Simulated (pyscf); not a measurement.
Four-centre exchange: HO–Sb(OH)–OH (SMILES [OH][Sb]([OH])[OH]) + HCl (SMILES Cl) -> HO–Sb(OH)–Cl (SMILES [OH][Sb]([OH])[Cl]) + H₂O (SMILES O)

Gas phase, singlet surface, charge 0. Bonds broken: Sb1–O2, Cl8–H9. Bonds formed: Sb1–Cl8, O2–H9. PySCF, gas phase, ωB97X-D3(BJ)/def2-SVP geometries.

Transition state (Å):

```xyz
9

Sb    -1.4481     0.2294     0.8253
O     -0.2391     1.3537    -0.4477
O      0.0111    -0.9583     1.3821
O     -1.9415    -1.0771    -0.5532
H      0.2458     0.8123    -1.0891
H      0.6520    -0.4588     1.9131
H     -1.2712    -1.7761    -0.5928
Cl     0.8253     2.0486     1.9546
H      0.4793     1.8295     0.5492
```

One imaginary mode, 440i cm⁻¹; descent along it reached the two sides named, in the forms told below.

```
bond     change  reactant side (Å)  saddle  product side
-------  ------  -----------------  ------  ------------
Sb1–O2   breaks              2.027   2.085           2.6
Cl8–H9   breaks              1.337   1.464           2.6
Sb1–Cl8   forms                3.4     3.1         2.403
O2–H9     forms              1.639   1.318         0.968
```

Electronic energies relative to the separated reactants (kJ/mol):

| level | barrier | reaction energy | reverse barrier |
|---|---|---|---|
| ωB97X-D3(BJ)/def2-TZVP | -26.4 | -60.2 | 33.8 |
| PBE/def2-TZVP | -32.7 | -51.8 | 19.1 |
| r²SCAN/def2-TZVP | -32.8 | -50.6 | 17.8 |
| B3LYP-D3(BJ)/def2-TZVP | -27.9 | -54.3 | 26.4 |
| PBE0-D3(BJ)/def2-TZVP | -31.9 | -57.0 | 25.1 |
| M06-2X/def2-TZVP | -25.1 | -50.0 | 24.9 |
| ωB97M-D3(BJ)/def2-TZVP | -19.1 | -50.3 | 31.2 |
| HF/def2-TZVP | 35.0 | -55.0 | 90.0 |

With ωB97M-D3(BJ)/def2-TZVP energies and thermal terms (ideal gas, 1 atm, RRHO with modes under 100 cm⁻¹ raised to 100, one conformer, R ln 2 for chiral ones without a mode under 150 cm⁻¹), in kJ/mol:

```
T (K)    ΔH‡    ΔG‡     ΔH     ΔG
-----  -----  -----  -----  -----
298    -20.4   27.5  -43.2  -44.2
600    -21.8   76.9  -44.7  -44.7
900    -20.9  126.1  -46.7  -44.3
1200   -19.2  174.8  -48.7  -43.2
```

On the reactant side the descent ends in a bound adduct, 35.2 kJ/mol under the separated species and 8.8 kJ/mol under the saddle at ωB97X-D3(BJ)/def2-TZVP. On the product side the descent ends in a bound adduct (not fully relaxed), 42.5 kJ/mol under the separated species and 76.2 kJ/mol under the saddle at ωB97X-D3(BJ)/def2-TZVP. At ωB97X-D3(BJ), PBE, r²SCAN, B3LYP-D3(BJ), PBE0-D3(BJ), M06-2X, ωB97M-D3(BJ) the saddle lies under the separated reactants, which points to a path from their complex (located at ωB97X-D3(BJ) alone). This is the saddle that the search found; another between the same sides may lie lower. Elements past Kr carry the def2 core potentials, without spin-orbit coupling.
